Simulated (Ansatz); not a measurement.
**FH3NSi+ (SMILES N[SiH+]F): single points off equilibrium**

The task here is to estimate one member of a computed series from the others.

Program: Ansatz 0.2.0, Gaussian basis. Level of theory: single points in def2-TZVPP. These are calculated values, not measurements.

Correlated methods freeze the cores. B3LYP uses VWN-RPA correlation.

### Starting geometry

SMILES `N[SiH+]F`, 6 atoms, charge 1, spin multiplicity 1.

Atoms are counted from 1 here; the program's logs count them from 0.

Bond lengths: N1–Si2 1.609 Å, N1–H4 1.052 Å, N1–H5 0.949 Å, Si2–F3 1.635 Å, Si2–H6 1.294 Å. Angles: Si2–N1–H4 121.7°, Si2–N1–H5 135.4°, H4–N1–H5 101.3°, N1–Si2–F3 117.3°, N1–Si2–H6 135.8°, F3–Si2–H6 106.9°.

Geometry (Å):

```xyz
6

N    -0.4820    0.2870   -0.5988
Si    0.5494   -0.2179    0.5289
F     0.5746   -1.8192    0.8577
H    -1.2736   -0.3184   -0.9348
H    -0.7201    1.1276   -0.9683
H     1.4550    0.3338    1.2707
```

The first run:

The input, run/in.yaml:

```yaml
crystal:
  periodic: [false, false, false]
  atoms:
    - {symbol: N, position_ang: [-0.482000, 0.287000, -0.598800]}
    - {symbol: Si, position_ang: [0.549400, -0.217900, 0.528900]}
    - {symbol: F, position_ang: [0.574600, -1.819200, 0.857700]}
    - {symbol: H, position_ang: [-1.273600, -0.318400, -0.934800]}
    - {symbol: H, position_ang: [-0.720100, 1.127600, -0.968300]}
    - {symbol: H, position_ang: [1.455000, 0.333800, 1.270700]}
basis:
  gaussian: {orbitals: def2-TZVPP}
total_charge: 1
correlation: {method: ccsd_t}
output: {forces: true}
```

No record of the launch command was kept for these runs.

Among the steps run: CCSD(T)/def2-TZVPP; PBE0-D4/def2-TZVPP; wB97M-V/def2-TZVPP; r2SCAN-D4/def2-TZVPP; PBE-D4/def2-TZVPP; CAM-B3LYP-D4/def2-TZVPP; B3LYP-D4/def2-TZVPP.

One table of the session follows, with a row left open; its other results are not shown here.

```
      method  RMS force component (eV/Å)  angle to CCSD(T) forces (°)
     CCSD(T)                       2.419                    reference
     PBE0-D4                       2.449                          2.7
     wB97M-V                       2.363                          2.3
   r2SCAN-D4                           ?                            ?
      PBE-D4                       2.346                          6.0
CAM-B3LYP-D4                       2.421                          3.3
    B3LYP-D4                       2.359                          2.1
```

Estimate the missing values for r2SCAN-D4.

As computed: RMS force component (eV/Å): 2.411; angle to CCSD(T) forces (°): 2.2. In the column «RMS force component (eV/Å)» it lies between wB97M-V (2.363) and CCSD(T) (2.419).
